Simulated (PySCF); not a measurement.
Write Cartesian coordinates for `[H]/N=C\C(=O)O` as optimised with PBE0-D3(BJ)/def2-SVP.

```
atom  x, y, z in Å
N1    -1.8244    0.2291    0.4249
C2    -0.8662   -0.2876   -0.2159
C3     0.5649    0.1004    0.0433
O4     0.8908    0.9207    0.8605
O5     1.4165   -0.5651   -0.7338
H6    -1.4346    0.9067    1.0982
H7    -1.0484   -1.0447   -0.9930
H8     2.3099   -0.2594   -0.5107
```

Any rigid rotation of these coordinates is as good. Atoms count from 1 in this order. The 5 heavy atoms lie in one plane (0.001 Å rms). The 2 C–O bonds span 1.203 Å (C3=O4, drawn double) to 1.331 Å (C3–O5, drawn single), a spread of 0.128 Å. H6 on N1 lies 2.34 Å from O4, 4 bonds away (angle at H 108°; Bondi radii sum to 2.72 Å).

Bonds between heavy atoms (Å): N1=C2 1.263, C2–C3 1.505, C3=O4 1.203, C3–O5 1.331.

Method: PBE0-D3(BJ)/def2-SVP geometry optimisation, gas phase (PySCF 2.14.0).

Point group: Cs (tolerance 0.08 Å). Stationary, but not proved a minimum. One conformer, not necessarily the lowest (N1–C2–C3–O4 0°, C2–C3–O5–H 180°).
